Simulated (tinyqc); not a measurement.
Ways to converge the cycle: SCF convergence aids in the sto-3g basis, for CH2, spin multiplicity 3. Computed by the program tinyqc with PySCF. Command: `OMP_NUM_THREADS=1 python tinyqc.py 112362 112363 out.jsonl`; one thread of a shared host (Intel(R) Xeon(R) Processor @ 2.60GHz), about 1 s.

Geometry (angstrom):
```
atom       x        y       z
C     0.0000   0.0000  0.0000
H     0.0000   1.1120  0.5660
H     0.0000  -1.0990  0.5590
```

lowest solution found by these runs and by PySCF with stability checks = -38.402816 hartree

UHF with one setting changed at a time; a run stops when the energy changes by less than 1e-09 hartree and the error matrix is below 1e-5. The start is the Wolfsberg-Helmholz matrix. Damping d keeps d of the old density; a shift (hartree) raises the virtual levels; DIIS n extrapolates F over n matrices.

Largest element of the error matrix X^T (FDS - SDF) X:
```
iteration    plain  damping 0.3  damping 0.6  shift 0.4   DIIS 3   DIIS 8
1          1.8e-01      1.8e-01      1.8e-01    1.8e-01  1.8e-01  1.8e-01
2          3.9e-02      7.4e-02      1.2e-01    7.1e-02  3.9e-02  3.9e-02
3          1.5e-02      3.3e-02      8.1e-02    3.3e-02  1.2e-02  1.2e-02
4          5.3e-03      1.8e-02      5.4e-02    1.8e-02  2.2e-03  2.2e-03
5          1.9e-03      9.9e-03      3.7e-02    9.8e-03  8.7e-04  8.8e-04
6          1.0e-03      5.5e-03      2.6e-02    5.3e-03  3.6e-04  3.6e-04
8          4.0e-04      1.8e-03      1.3e-02    1.6e-03  2.4e-05  1.2e-05
10         1.9e-04      7.7e-04      7.2e-03    5.0e-04  4.0e-06  1.7e-06
14         5.1e-05      2.3e-04      2.2e-03    8.8e-05        -        -
20         7.6e-06      5.8e-05      5.8e-04    1.5e-05        -        -
30               -            -      1.2e-04          -        -        -
45               -            -      2.0e-05          -        -        -
```

How each run ends:
```
run          iterations  E (hartree)         state
plain                21   -38.402816  lowest found
damping 0.3          29   -38.402816  lowest found
damping 0.6          52   -38.402816  lowest found
shift 0.4            22   -38.402816  lowest found
DIIS 3               10   -38.402816  lowest found
DIIS 8               10   -38.402816  lowest found
```

6 of 6 runs reach the lowest solution found, in 10 to 52 iterations (fastest: DIIS 3, DIIS 8). Plain steps already contract here, so damping only slows them. DIIS 3 and DIIS 8 gain by cancelling the error over several earlier matrices, much as a quasi-Newton step does.
